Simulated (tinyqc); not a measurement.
UHF in the sto-6g basis, for CH2, spin multiplicity 3, step by step (part 2 of 3). Computed by tinyqc, a small Python program that keeps every step (integrals from PySCF). Command: `OMP_NUM_THREADS=1 python tinyqc.py 25431 25432 out.jsonl` (the two numbers bound the seeds that draw the settings). One thread of a shared host (Intel(R) Xeon(R) Processor @ 2.60GHz), about 0.2 s of CPU time with the checks.

Geometry (angstrom):
```
atom         x          y         z
C     0.000000   0.000000  0.000000
H     0.000000   1.125000  0.686000
H     0.000000  -1.125000  0.686000
```

## Iteration 2: building the Fock matrix

D(alpha) after iteration 1:
```
            1C 1s      1C 2s    1C 2px     1C 2py     1C 2pz      2H 1s      3H 1s
1C 1s    1.061808  -0.250841  0.000000   0.000000   0.005131  -0.004630  -0.004630
1C 2s   -0.250841   1.007854  0.000000   0.000000  -0.036590   0.033980   0.033980
1C 2px   0.000000   0.000000  1.000000   0.000000   0.000000   0.000000   0.000000
1C 2py   0.000000   0.000000  0.000000   1.077386   0.000000  -0.064748   0.064748
1C 2pz   0.005131  -0.036590  0.000000   0.000000   0.976686   0.027431   0.027431
2H 1s   -0.004630   0.033980  0.000000  -0.064748   0.027431   0.005895  -0.001888
3H 1s   -0.004630   0.033980  0.000000   0.064748   0.027431  -0.001888   0.005895
```

D(beta) after iteration 1:
```
            1C 1s      1C 2s    1C 2px    1C 2py     1C 2pz      2H 1s      3H 1s
1C 1s    1.056165  -0.219407  0.000000  0.000000   0.019772  -0.024477  -0.024477
1C 2s   -0.219407   0.840112  0.000000  0.000000  -0.112165   0.118745   0.118745
1C 2px   0.000000   0.000000  0.000000  0.000000   0.000000   0.000000   0.000000
1C 2py   0.000000   0.000000  0.000000  0.000000   0.000000   0.000000   0.000000
1C 2pz   0.019772  -0.112165  0.000000  0.000000   0.943563   0.057948   0.057948
2H 1s   -0.024477   0.118745  0.000000  0.000000   0.057948   0.022703   0.022703
3H 1s   -0.024477   0.118745  0.000000  0.000000   0.057948   0.022703   0.022703
```

core Hamiltonian H = T + V (hartree):
```
             1C 1s      1C 2s     1C 2px     1C 2py     1C 2pz      2H 1s      3H 1s
1C 1s   -18.742530  -4.306575   0.000000   0.000000  -0.012736  -0.684891  -0.684891
1C 2s    -4.306575  -5.463050   0.000000   0.000000  -0.133539  -1.720549  -1.720549
1C 2px    0.000000   0.000000  -4.419011   0.000000   0.000000   0.000000   0.000000
1C 2py    0.000000   0.000000   0.000000  -4.543604   0.000000  -1.313855   1.313855
1C 2pz   -0.012736  -0.133539   0.000000   0.000000  -4.465338  -0.824941  -0.824941
2H 1s    -0.684891  -1.720549   0.000000  -1.313855  -0.824941  -3.095315  -0.349999
3H 1s    -0.684891  -1.720549   0.000000   1.313855  -0.824941  -0.349999  -3.095315
```

nuclear repulsion = 5.05444454 hartree

Given earlier and not repeated: Two-electron integrals (ij|kl) in chemists' order.

J_ij = sum D_kl (ij|kl) with D = D(alpha) + D(beta), K_ij = sum D_kl (ik|jl) for each spin; F = H + J - K(s); E = tr D H + tr D J / 2 - 0.5 sum_s tr D(s) K(s) + E_nn.

Coulomb J (hartree):
```
            1C 1s      1C 2s    1C 2px     1C 2py     1C 2pz     2H 1s      3H 1s
1C 1s   12.143305   2.231150  0.000000   0.000000  -0.004525  0.360076   0.360076
1C 2s    2.231150   5.401058  0.000000   0.000000  -0.014582  1.595513   1.595513
1C 2px   0.000000   0.000000  5.373309   0.000000   0.000000  0.000000   0.000000
1C 2py   0.000000   0.000000  0.000000   5.384002   0.000000  1.287765  -1.287765
1C 2pz  -0.004525  -0.014582  0.000000   0.000000   5.445861  0.789323   0.789323
2H 1s    0.360076   1.595513  0.000000   1.287765   0.789323  3.100124   0.308172
3H 1s    0.360076   1.595513  0.000000  -1.287765   0.789323  0.308172   3.100124
```

exchange K(alpha) (hartree):
```
            1C 1s      1C 2s    1C 2px     1C 2py     1C 2pz     2H 1s      3H 1s
1C 1s    3.663624   0.624766  0.000000   0.000000  -0.001291  0.109705   0.109705
1C 2s    0.624766   1.077131  0.000000   0.000000  -0.008871  0.323949   0.323949
1C 2px   0.000000   0.000000  0.896303   0.000000   0.000000  0.000000   0.000000
1C 2py   0.000000   0.000000  0.000000   0.908037   0.000000  0.206219  -0.206219
1C 2pz  -0.001291  -0.008871  0.000000   0.000000   0.892818  0.138407   0.138407
2H 1s    0.109705   0.323949  0.000000   0.206219   0.138407  0.212278   0.076537
3H 1s    0.109705   0.323949  0.000000  -0.206219   0.138407  0.076537   0.212278
```

exchange K(beta) (hartree):
```
            1C 1s      1C 2s    1C 2px     1C 2py     1C 2pz     2H 1s      3H 1s
1C 1s    3.614169   0.557628  0.000000   0.000000  -0.002755  0.095512   0.095512
1C 2s    0.557628   0.769716  0.000000   0.000000  -0.024717  0.261770   0.261770
1C 2px   0.000000   0.000000  0.173719   0.000000   0.000000  0.000000   0.000000
1C 2py   0.000000   0.000000  0.000000   0.188279   0.000000  0.055133  -0.055133
1C 2pz  -0.002755  -0.024717  0.000000   0.000000   0.803465  0.136068   0.136068
2H 1s    0.095512   0.261770  0.000000   0.055133   0.136068  0.180563   0.105689
3H 1s    0.095512   0.261770  0.000000  -0.055133   0.136068  0.105689   0.180563
```

F(alpha) (hartree):
```
             1C 1s      1C 2s    1C 2px     1C 2py     1C 2pz      2H 1s      3H 1s
1C 1s   -10.262849  -2.700191  0.000000   0.000000  -0.015970  -0.434521  -0.434521
1C 2s    -2.700191  -1.139122  0.000000   0.000000  -0.139250  -0.448984  -0.448984
1C 2px    0.000000   0.000000  0.057995   0.000000   0.000000   0.000000   0.000000
1C 2py    0.000000   0.000000  0.000000  -0.067638   0.000000  -0.232309   0.232309
1C 2pz   -0.015970  -0.139250  0.000000   0.000000   0.087705  -0.174024  -0.174024
2H 1s    -0.434521  -0.448984  0.000000  -0.232309  -0.174024  -0.207468  -0.118364
3H 1s    -0.434521  -0.448984  0.000000   0.232309  -0.174024  -0.118364  -0.207468
```

F(beta) (hartree):
```
             1C 1s      1C 2s    1C 2px     1C 2py     1C 2pz      2H 1s      3H 1s
1C 1s   -10.213394  -2.633054  0.000000   0.000000  -0.014506  -0.420328  -0.420328
1C 2s    -2.633054  -0.831707  0.000000   0.000000  -0.123404  -0.386805  -0.386805
1C 2px    0.000000   0.000000  0.780580   0.000000   0.000000   0.000000   0.000000
1C 2py    0.000000   0.000000  0.000000   0.652120   0.000000  -0.081223   0.081223
1C 2pz   -0.014506  -0.123404  0.000000   0.000000   0.177058  -0.171685  -0.171685
2H 1s    -0.420328  -0.386805  0.000000  -0.081223  -0.171685  -0.175753  -0.147516
3H 1s    -0.420328  -0.386805  0.000000   0.081223  -0.171685  -0.147516  -0.175753
```

total energy of this density = -37.77175029 hartree

## Iteration 2: DIIS over 2 matrices

error matrix X^T (FDS - SDF) X (alpha):
```
           1          2         3          4          5          6          7
1   0.000000   0.042248  0.000000   0.000000   0.021213  -0.099770  -0.099770
2  -0.042248   0.000000  0.000000   0.000000   0.034571   0.136972   0.136972
3   0.000000   0.000000  0.000000   0.000000   0.000000   0.000000   0.000000
4   0.000000   0.000000  0.000000   0.000000   0.000000   0.265569  -0.265569
5  -0.021213  -0.034571  0.000000   0.000000   0.000000   0.150414   0.150414
6   0.099770  -0.136972  0.000000  -0.265569  -0.150414   0.000000   0.000000
7   0.099770  -0.136972  0.000000   0.265569  -0.150414   0.000000   0.000000
```

B (overlaps of the stored error matrices):
```
                1               2
1   1.7039466e-01  -1.4361055e-01
2  -1.4361055e-01   7.5026127e-01
```

Minimise |sum c_i e_i|^2 with sum c_i = 1: solve [B -1; -1 0][c; lambda] = [0; -1] with B_ij = tr e_i^T e_j summed over both spins, and take F = sum c_i F_i.

DIIS coefficients: 0.740035  0.259965

extrapolated F(alpha) (hartree):
```
             1C 1s      1C 2s     1C 2px     1C 2py     1C 2pz      2H 1s      3H 1s
1C 1s   -12.882429  -3.085998   0.000000   0.000000  -0.017366  -0.494326  -0.494326
1C 2s    -3.085998  -1.768703   0.000000   0.000000   0.051798  -0.514670  -0.514670
1C 2px    0.000000   0.000000  -0.939005   0.000000   0.000000   0.000000   0.000000
1C 2py    0.000000   0.000000   0.000000  -0.987056   0.000000  -0.337973   0.337973
1C 2pz   -0.017366   0.051798   0.000000   0.000000  -0.825237  -0.174039  -0.174039
2H 1s    -0.494326  -0.514670   0.000000  -0.337973  -0.174039  -0.347674  -0.101599
3H 1s    -0.494326  -0.514670   0.000000   0.337973  -0.174039  -0.101599  -0.347674
```

extrapolated F(beta) (hartree):
```
             1C 1s      1C 2s     1C 2px     1C 2py     1C 2pz      2H 1s      3H 1s
1C 1s   -12.836029  -3.019093   0.000000   0.000000  -0.017418  -0.480179  -0.480179
1C 2s    -3.019093  -1.481915   0.000000   0.000000   0.051802  -0.443246  -0.443246
1C 2px    0.000000   0.000000  -0.224528   0.000000   0.000000   0.000000   0.000000
1C 2py    0.000000   0.000000   0.000000  -0.267200   0.000000  -0.196018   0.196018
1C 2pz   -0.017418   0.051802   0.000000   0.000000  -0.747689  -0.167611  -0.167611
2H 1s    -0.480179  -0.443246   0.000000  -0.196018  -0.167611  -0.297257  -0.113459
3H 1s    -0.480179  -0.443246   0.000000   0.196018  -0.167611  -0.113459  -0.297257
```

## Iteration 2: diagonalisation and new density

X:
```
            1C 1s      1C 2s    1C 2px     1C 2py     1C 2pz      2H 1s      3H 1s
1C 1s    1.024963  -0.140621  0.000000   0.000000  -0.007482   0.019993   0.019993
1C 2s   -0.140621   1.157626  0.000000   0.000000   0.070702  -0.227965  -0.227965
1C 2px   0.000000   0.000000  1.000000   0.000000   0.000000   0.000000   0.000000
1C 2py   0.000000   0.000000  0.000000   1.103509   0.000000  -0.204542   0.204542
1C 2pz  -0.007482   0.070702  0.000000   0.000000   1.037188  -0.120364  -0.120364
2H 1s    0.019993  -0.227965  0.000000  -0.204542  -0.120364   1.136111  -0.017349
3H 1s    0.019993  -0.227965  0.000000   0.204542  -0.120364  -0.017349   1.136111
```

overlap S:
```
           1C 1s     1C 2s    1C 2px     1C 2py    1C 2pz     2H 1s      3H 1s
1C 1s   1.000000  0.243228  0.000000   0.000000  0.000000  0.038372   0.038372
1C 2s   0.243228  1.000000  0.000000   0.000000  0.000000  0.369453   0.369453
1C 2px  0.000000  0.000000  1.000000   0.000000  0.000000  0.000000   0.000000
1C 2py  0.000000  0.000000  0.000000   1.000000  0.000000  0.326448  -0.326448
1C 2pz  0.000000  0.000000  0.000000   0.000000  1.000000  0.199061   0.199061
2H 1s   0.038372  0.369453  0.000000   0.326448  0.199061  1.000000   0.079722
3H 1s   0.038372  0.369453  0.000000  -0.326448  0.199061  0.079722   1.000000
```

A level shift of 0.5 hartree raises the virtual space: F + shift (S - S D(s) S), with D(s) the density of one spin. Diagonalise F' = X^T F X, C = X C', fill 5 alpha and 3 beta electrons from the bottom; D(s) = C_occ C_occ^T. Each column has its largest component positive (the first on a tie).

F' = X^T F X (alpha) (hartree):
```
            1          2          3          4          5          6          7
1  -12.713374  -1.403617   0.000000   0.000000  -0.034441  -0.069832  -0.069832
2   -1.403617  -1.122180   0.000000   0.000000   0.133494  -0.318427  -0.318427
3    0.000000   0.000000  -0.939005   0.000000   0.000000   0.000000   0.000000
4    0.000000   0.000000   0.000000  -0.902863   0.000000  -0.237060   0.237060
5   -0.034441   0.133494   0.000000   0.000000  -0.780865  -0.156587  -0.156587
6   -0.069832  -0.318427   0.000000  -0.237060  -0.156587   0.342883  -0.051527
7   -0.069832  -0.318427   0.000000   0.237060  -0.156587  -0.051527   0.342883
```

orbital energies (alpha) (hartree): MO1 -12.882700, MO2 -1.105980, MO3 -0.984380, MO4 -0.939005, MO5 -0.816862, MO6 0.475927, MO7 0.480479

coefficients C (alpha):
```
              MO1        MO2        MO3       MO4        MO5        MO6        MO7
1C 1s    1.001211  -0.239695   0.000000  0.000000  -0.044984   0.000000   0.096323
1C 2s   -0.005549   0.998380   0.000000  0.000000   0.166721   0.000000  -0.666497
1C 2px   0.000000   0.000000   0.000000  1.000000   0.000000   0.000000   0.000000
1C 2py   0.000000   0.000000   1.003923  0.000000   0.000000  -0.541798   0.000000
1C 2pz   0.000805  -0.205024   0.000000  0.000000   0.959369   0.000000  -0.383882
2H 1s    0.001659   0.015407  -0.006048  0.000000   0.048251   0.840854   0.830723
3H 1s    0.001659   0.015407   0.006048  0.000000   0.048251  -0.840854   0.830723
```

F' = X^T F X (beta) (hartree):
```
            1          2         3          4          5          6          7
1  -12.677517  -1.379163  0.000000   0.000000  -0.035929  -0.067281  -0.067281
2   -1.379163  -0.788028  0.000000   0.000000   0.157480  -0.330648  -0.330648
3    0.000000   0.000000  0.275472   0.000000   0.000000   0.000000   0.000000
4    0.000000   0.000000  0.000000   0.336219   0.000000  -0.162229   0.162229
5   -0.035929   0.157480  0.000000   0.000000  -0.692076  -0.168718  -0.168718
6   -0.067281  -0.330648  0.000000  -0.162229  -0.168718   0.332208  -0.085884
7   -0.067281  -0.330648  0.000000   0.162229  -0.168718  -0.085884   0.332208
```

orbital energies (beta) (hartree): MO1 -12.837106, MO2 -0.852740, MO3 -0.728283, MO4 0.144105, MO5 0.275472, MO6 0.506831, MO7 0.610206

coefficients C (beta):
```
              MO1        MO2        MO3        MO4       MO5        MO6        MO7
1C 1s    1.002458  -0.207692  -0.097205   0.000000  0.000000   0.116925   0.000000
1C 2s   -0.011114   0.869911   0.372879   0.000000  0.000000  -0.756900   0.000000
1C 2px   0.000000   0.000000   0.000000   0.000000  1.000000   0.000000   0.000000
1C 2py   0.000000   0.000000   0.000000   0.660348  0.000000   0.000000   0.930240
1C 2pz   0.000451  -0.480426   0.839429   0.000000  0.000000  -0.417538   0.000000
2H 1s    0.002608   0.057471   0.113484   0.366811  0.000000   0.822484  -0.756652
3H 1s    0.002608   0.057471   0.113484  -0.366811  0.000000   0.822484   0.756652
```

D(alpha) after iteration 2:
```
            1C 1s      1C 2s    1C 2px     1C 2py     1C 2pz      2H 1s      3H 1s
1C 1s    1.061900  -0.252362  0.000000   0.000000   0.006793  -0.004202  -0.004202
1C 2s   -0.252362   1.024588  0.000000   0.000000  -0.044749   0.023417   0.023417
1C 2px   0.000000   0.000000  1.000000   0.000000   0.000000   0.000000   0.000000
1C 2py   0.000000   0.000000  0.000000   1.007861   0.000000  -0.006072   0.006072
1C 2pz   0.006793  -0.044749  0.000000   0.000000   0.962423   0.043133   0.043133
2H 1s   -0.004202   0.023417  0.000000  -0.006072   0.043133   0.002605   0.002532
3H 1s   -0.004202   0.023417  0.000000   0.006072   0.043133   0.002532   0.002605
```

D(beta) after iteration 2:
```
            1C 1s      1C 2s    1C 2px    1C 2py     1C 2pz      2H 1s      3H 1s
1C 1s    1.057507  -0.228061  0.000000  0.000000   0.018637  -0.020353  -0.020353
1C 2s   -0.228061   0.895908  0.000000  0.000000  -0.104928   0.092282   0.092282
1C 2px   0.000000   0.000000  0.000000  0.000000   0.000000   0.000000   0.000000
1C 2py   0.000000   0.000000  0.000000  0.000000   0.000000   0.000000   0.000000
1C 2pz   0.018637  -0.104928  0.000000  0.000000   0.935451   0.067652   0.067652
2H 1s   -0.020353   0.092282  0.000000  0.000000   0.067652   0.016188   0.016188
3H 1s   -0.020353   0.092282  0.000000  0.000000   0.067652   0.016188   0.016188
```
